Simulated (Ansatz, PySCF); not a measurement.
This Ansatz (a program for electronic structure) input computes a BLYP/def2-TZVPD energy:

Ansatz 0.2 input:
```yaml
crystal:
  periodic: [false, false, false]
  atoms:
    - {symbol: C, position_ang: [-0.01391223, 1.10555582, 0.01242075]}
    - {symbol: S, position_ang: [0.00131840, -0.69162862, -0.00793970]}
    - {symbol: H, position_ang: [1.03361851, 1.42417014, 0.04011488]}
    - {symbol: H, position_ang: [-0.50619286, 1.49393861, 0.90330915]}
    - {symbol: H, position_ang: [-0.46504668, 1.51461421, -0.89091335]}
basis:
  gaussian:
    orbitals: def2-TZVPD
hamiltonian:
  xc: {name: BLYP}
magnetization: {spin_polarized: true, initial_magnetization: 1}
output: {forces: true}
```

### Question
Write an input for the same energy in PySCF and say what it gives.

### Answer

```python
from pyscf import gto, scf, dft

mol = gto.M(
    atom='''
    C    -0.01391223    1.10555582    0.01242075
    S     0.00131840   -0.69162862   -0.00793970
    H     1.03361851    1.42417014    0.04011488
    H    -0.50619286    1.49393861    0.90330915
    H    -0.46504668    1.51461421   -0.89091335
    ''',
    basis='def2-tzvpd',
    charge=0,
    spin=1,
    verbose=4,
)

mf = dft.UKS(mol, xc='blyp').density_fit(auxbasis='def2-universal-jkfit')
mf.grids.level = 3
mf.conv_tol = 1e-9
mf.max_cycle = 100
mf.max_memory = 1500
mf.kernel()
if not mf.converged:
    mf = mf.newton()
    mf.kernel(mf.make_rdm1())
for _ in range(2):
    mo, _, stable, _ = mf.stability(return_status=True)
    if stable:
        break
    mf.kernel(mf.make_rdm1(mo, mf.mo_occ))
mf.analyze()
```
It gives -438.06093 Eh, and Ansatz -438.06085 Eh, a difference of 0.08 mEh, from the treatment of integrals and grids.

It need not be the lowest isomer of its formula.
